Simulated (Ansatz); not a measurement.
**AlH+ (doublet): the correlation ladder at distance Al1–H2 = 1.279 Å, cc-pVQZ**

Aim: climb from Hartree-Fock through coupled cluster for AlH+ (doublet) at one geometry and basis, and see what each rung misses.

Computed with Ansatz 0.2.0, Gaussian basis. Level: cc-pVQZ, core rule «outside noble gas», up to 5 orbitals frozen.

To be run: UHF; CCSD(T) on ROHF; CCSD(T) on UHF; BCCD(T) on ROHF; CCSDT on ROHF; CCSDT on UHF; Full CI.

27 further runs of the same task are left out: 4 for a known fault of the program, 17 that didn't finish, 6 set aside as unsound or not needed.

### Step 1. The system

The geometry derives from a PBE0/def2-TZVP stationary point (not a proven minimum). One bond is set to the value named and the two fragments are kept rigid.

2 atoms, charge 1, spin multiplicity 2.

Atoms are counted from 1 here; the program's logs count them from 0.

Bond lengths: Al1–H2 1.279 Å.

As a file:

| atom | x (Å) | y (Å) | z (Å) |
| --- | --- | --- | --- |
| Al1 | 0.00000 | 0.00000 | 0.00000 |
| H2 | 0.00000 | 0.00000 | 1.27900 |

### Step 2. UHF

File in.yaml:

```yaml
crystal:
  periodic: [false, false, false]
  atoms:
    - {symbol: Al, position_ang: [0.000000, 0.000000, 0.000000]}
    - {symbol: H, position_ang: [0.000000, 0.000000, 1.279000]}
basis:
  gaussian: {orbitals: cc-pVQZ}
total_charge: 1
magnetization: {spin_polarized: true, initial_magnetization: 1}
hamiltonian: {xc: hf}
output: {orbitals: {seedname: orbitals}}
```

Run with:

```sh
ansatz run in.yaml --threads 1 --pin off --events-out ev --progress --plain --max-ram 2393MiB
```

Further steps of the session: CCSD(T) on ROHF; CCSD(T) on UHF; BCCD(T) on ROHF; CCSDT on ROHF; CCSDT on UHF; Full CI.

Q: Predict the results of all the runs planned. Wanted: FCI below the RHF energy; RMP2 from FCI; UMP2 from FCI; RCCSD from FCI; RCCSD(T) from FCI; UCCSD(T) from FCI; T1 diagnostic; effectively unpaired electrons.

The runs gave:

```
                         quantity                                                      value
         FCI below the RHF energy                                                 -1.3042 eV
                    RMP2 from FCI                                               +28.5 kJ/mol
                    UMP2 from FCI                                               +27.2 kJ/mol
                   RCCSD from FCI                                                +2.1 kJ/mol
                RCCSD(T) from FCI                                                +0.5 kJ/mol
                UCCSD(T) from FCI                                                +0.3 kJ/mol
levels within 1 kcal/mol (43 meV)  RCCSD, UCCSD, RCCSD(T), UCCSD(T), BCCD(T), RCCSDT, UCCSDT
                    T1 diagnostic                                                      0.029
   effectively unpaired electrons                                                       1.01
```

What this shows: RCCSD(T) misses by +0.5 kJ/mol, 0.4 % of the correlation energy. One determinant dominates. These misses are within one basis, not against nature; the frozen cores of restricted and unrestricted runs differ, which can shift their rows.
